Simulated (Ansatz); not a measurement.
Total energies of C$_{2}$H$_{4}$F$_{2}$, SMILES `FCCF`.

Cartesian coordinates in Å:
```
F 0.302 -0.055 -1.730
C 0.592 -0.238 -0.396
C -0.522 0.270 0.467
F -1.627 -0.548 0.375
H 0.753 -1.306 -0.225
H 1.511 0.311 -0.164
H -0.193 0.289 1.512
H -0.816 1.278 0.160
```

Total charge 0; spin multiplicity 1. Geometry: relaxed with PBE0-D4/def2-TZVP. It is one conformer, not always the lowest. Basis def2-TZVPP, Ansatz 0.2.0.

RPA on PBE orbitals: Hartree–Fock energy of these orbitals -277.00389 Eh, correlation -1.31653 Eh (frozen core).

```json
{"functional": "LDA (SPW92)", "kind": "LDA", "energy without D4 (Eh)": "-276.40001", "D4 term (kJ/mol)": "–"}
{"functional": "PBE", "kind": "GGA", "energy without D4 (Eh)": "-278.11440", "D4 term (kJ/mol)": "-8.7"}
{"functional": "revPBE", "kind": "GGA", "energy without D4 (Eh)": "-278.31913", "D4 term (kJ/mol)": "-34.2"}
{"functional": "BLYP", "kind": "GGA", "energy without D4 (Eh)": "-278.35606", "D4 term (kJ/mol)": "-20.3"}
{"functional": "r2SCAN", "kind": "meta-GGA", "energy without D4 (Eh)": "-278.27947", "D4 term (kJ/mol)": "-2.1"}
{"functional": "B97M-V", "kind": "meta-GGA with VV10", "energy without D4 (Eh)": "-278.33838", "D4 term (kJ/mol)": "–"}
{"functional": "PBE0", "kind": "global hybrid, 25 % exact exchange", "energy without D4 (Eh)": "-278.12542", "D4 term (kJ/mol)": "-7.1"}
{"functional": "B3LYP", "kind": "global hybrid, 20 %", "energy without D4 (Eh)": "-278.41836", "D4 term (kJ/mol)": "-13.9"}
{"functional": "r2SCANh", "kind": "meta-GGA hybrid, 10 %", "energy without D4 (Eh)": "-278.26560", "D4 term (kJ/mol)": "-2.2"}
{"functional": "r2SCAN0", "kind": "meta-GGA hybrid, 25 %", "energy without D4 (Eh)": "-278.24576", "D4 term (kJ/mol)": "-2.4"}
{"functional": "HSE06 (plane-wave form)", "kind": "screened hybrid", "energy without D4 (Eh)": "-278.11270", "D4 term (kJ/mol)": "-6.5"}
{"functional": "BHLYP", "kind": "global hybrid, 50 %", "energy without D4 (Eh)": "-278.28997", "D4 term (kJ/mol)": "-9.0"}
{"functional": "CAM-B3LYP", "kind": "range-separated hybrid", "energy without D4 (Eh)": "-278.32581", "D4 term (kJ/mol)": "-7.0"}
{"functional": "LC-ωPBE", "kind": "long-range corrected hybrid", "energy without D4 (Eh)": "-278.25892", "D4 term (kJ/mol)": "–"}
{"functional": "ωB97X-V", "kind": "range-separated hybrid GGA with VV10", "energy without D4 (Eh)": "-278.32273", "D4 term (kJ/mol)": "–"}
{"functional": "ωB97M-V", "kind": "range-separated hybrid meta-GGA with VV10", "energy without D4 (Eh)": "-278.31964", "D4 term (kJ/mol)": "–"}
{"functional": "B2PLYP", "kind": "double hybrid", "energy without D4 (Eh)": "-278.23231", "D4 term (kJ/mol)": "–"}
{"functional": "PBE-QIDH", "kind": "double hybrid", "energy without D4 (Eh)": "-278.09028", "D4 term (kJ/mol)": "–"}
```

B3LYP takes the VWN-RPA correlation (the form of Gaussian; ORCA's B3LYP/G). HSE06 is the plane-wave form, built on full-range PBE exchange. The double hybrids freeze the cores in their second-order part.

LC-ωPBE has ω = 0.4 bohr⁻¹.
